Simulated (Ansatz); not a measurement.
# BHS+ (quartet): the correlation ladder, def2-QZVPP

One table from this session's results is given with a row withheld; the runs are named, their logs left out.

The runs use Ansatz 0.2.0, Gaussian basis; def2-QZVPP, core rule «outside noble gas», up to 6 orbitals frozen.

The runs, in order: UHF; ROHF; CCSD(T) on UHF.

2 further runs of the same task are left out: 2 set aside as unsound or not needed.

### What is computed

The geometry is a PBE0/def2-TZVP stationary point (not a proven minimum) of the parent state, kept for this charge and spin.

3 atoms, charge 1, spin multiplicity 4.

Atoms are counted from 1 here; the program's logs count them from 0.

Bond lengths: B1–S2 1.769 Å, B1–H3 1.201 Å. Angles: S2–B1–H3 116.3°.

The first run:

in.yaml reads:

```yaml
crystal:
  periodic: [false, false, false]
  atoms:
    - {symbol: B, position_ang: [0.000000, -0.194210, 1.266050]}
    - {symbol: S, position_ang: [0.000000, 0.040248, -0.487697]}
    - {symbol: H, position_ang: [0.000000, 0.802670, 1.935360]}
basis:
  gaussian: {orbitals: "def2-QZVPP.json"}
total_charge: 1
magnetization: {spin_polarized: true, initial_magnetization: 3}
hamiltonian: {xc: hf}
output: {orbitals: {seedname: orbitals}}
```

On the command line:

```console
> ansatz run in.yaml --threads 1 --pin off --events-out ev --progress --plain --max-ram 2393MiB
```

Among the steps run: UHF; ROHF; CCSD(T) on UHF.

One table of the session follows, with a row left open; its other results are not shown here.

It belongs to the step «Misses and costs». 

```
  method  from UCCSD(T) (kJ/mol)
    ROHF                  +616.2
     UHF                  +596.3
    UMP2                  +107.2
   UCCSD                       ?
UCCSD(T)                       0
```

Q: Estimate the row for UCCSD from the others.

The run gave: from UCCSD(T) (kJ/mol): +22.5. In the column «from UCCSD(T) (kJ/mol)» it lies between UCCSD(T) (0) and UMP2 (+107.2).
